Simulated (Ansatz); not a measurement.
in.yaml

```yaml
crystal:
  periodic: [false, false, false]
  atoms:
    - {symbol: Al, position_ang: [0.000000, 0.000000, 0.000000]}
    - {symbol: Cl, position_ang: [0.000000, 0.000000, 2.215900]}
basis:
  gaussian: {orbitals: aug-cc-pVTZ}
magnetization: {spin_polarized: true, initial_magnetization: 2}
hamiltonian: {xc: {name: r2SCAN}}
```

```sh
$ ansatz run in.yaml --threads 2 --pin off --events-out ev --progress --plain --max-ram 16896MiB --backend cuda --devices 0, --max-vram 18GiB
```

Log:

```
696 factors; their error is unknown
mean field evaluation 1: about -19116.5539 eV, gradient 1.1e1 eV
mean field evaluation 2: about -19115.2691 eV, gradient 1.9e1 eV
mean field evaluation 4: about -19117.4096 eV, gradient 8.9e-1 eV
mean field evaluation 8: about -19117.3958 eV, gradient 3.5e-3 eV
mean field evaluation 16: about -19117.3970 eV, gradient 8.0e-2 eV
mean field -19117.39580224 eV, -702.5513374959 hartree, gradient 9.0e-5 eV, S^2 2.002817; 1 other end points of the search recorded, 0 dependent functions left out
reference -19117.39582426 eV, -702.5513383053 hartree; 16, 14 occupied and 84, 86 virtual orbitals, 696 factors
Total energy: -19117.39582426 eV, -702.5513383053 hartree
```

Ran on 2 threads of AMD EPYC 7R13 with a shared H100 80 GB, shared host: 2.1 s wall, 0.82 GiB peak host memory.
